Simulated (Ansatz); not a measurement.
# CHAlO (singlet): the correlation ladder, cc-pVDZ

Aim: climb from Hartree-Fock through coupled cluster and multireference methods for CHAlO (singlet) at one geometry and basis, and see what each rung misses.

Computed with Ansatz 0.2.0, Gaussian basis. Level: cc-pVDZ, correlated electrons: outside noble gas.

To be run: UHF; CCSD(T) on RHF; CCSD(T) on UHF; BCCD(T) on RHF; CISD; CCSDT(Q) on RHF; CCSDT(Q) on UHF; CASSCF and MRCISD+Q, 8 electrons in 8 orbitals; CASSCF and NEVPT2, 8 electrons in 8 orbitals.

### 1 The system

The geometry is a PBE0/def2-TZVP stationary point (not a proven minimum).

4 atoms, charge 0, spin multiplicity 1.

Atoms are counted from 1 here; the program's logs count them from 0.

Bond lengths: Al1–C2 2.203 Å, Al1–H4 1.641 Å, C2–O3 1.130 Å. Angles: C2–Al1–H4 84.1°, Al1–C2–O3 160.0°.

In the tables R marks a restricted determinant and U an unrestricted one; 'frontier' is the active space of 8 electrons in 8 orbitals; correlation energies count from the lowest restricted Hartree-Fock solution.

### 2 UHF

in.yaml reads:

```yaml
crystal:
  periodic: [false, false, false]
  atoms:
    - {symbol: Al, position_ang: [0.000000, -0.113080, 1.406118]}
    - {symbol: C, position_ang: [0.000000, 0.189159, -0.775794]}
    - {symbol: O, position_ang: [0.000000, -0.047504, -1.881062]}
    - {symbol: H, position_ang: [0.000000, 1.527034, 1.462841]}
basis:
  gaussian: {orbitals: cc-pVDZ}
magnetization: {spin_polarized: true, initial_magnetization: 0}
hamiltonian: {xc: hf}
output: {orbitals: {seedname: orbitals}}
```

Run with:

```bash
> ansatz run in.yaml --threads 1 --pin off --events-out ev --progress --plain --max-ram 2393MiB
```

The runs that follow: CCSD(T) on RHF; CCSD(T) on UHF; BCCD(T) on RHF; CISD; CCSDT(Q) on RHF; CCSDT(Q) on UHF; CASSCF and MRCISD+Q, 8 electrons in 8 orbitals; CASSCF and NEVPT2, 8 electrons in 8 orbitals.

Q: Predict the results of all the runs planned. Wanted: correlation energy, RCCSDT(Q); RMP2 from RCCSDT(Q); UMP2 from RCCSDT(Q); RCCSD from RCCSDT(Q); RCCSD(T) from RCCSDT(Q); UCCSD(T) from RCCSDT(Q); UCCSDT(Q) from RCCSDT(Q); MRCISD+Q frontier from RCCSDT(Q); T1 diagnostic.

**Answer**, as computed:

```
                                      quantity                      value
                 correlation energy, RCCSDT(Q)                -10.7074 eV
                           RMP2 from RCCSDT(Q)                +1106.9 meV
                           UMP2 from RCCSDT(Q)                +1251.9 meV
                          RCCSD from RCCSDT(Q)                 +455.3 meV
                       RCCSD(T) from RCCSDT(Q)                  +66.4 meV
                       UCCSD(T) from RCCSDT(Q)                  +70.6 meV
                      UCCSDT(Q) from RCCSDT(Q)                   -0.2 meV
              MRCISD+Q frontier from RCCSDT(Q)                  +92.7 meV
levels of the table within 1 kcal/mol (43 meV)  RCCSDT, UCCSDT, UCCSDT(Q)
                                 T1 diagnostic                      0.020
```

What this shows: RCCSD(T) misses by +66.4 meV, 0.6 % of the correlation energy. These misses are within one basis, not against nature; the frozen cores of restricted and unrestricted runs differ, which can shift their rows.
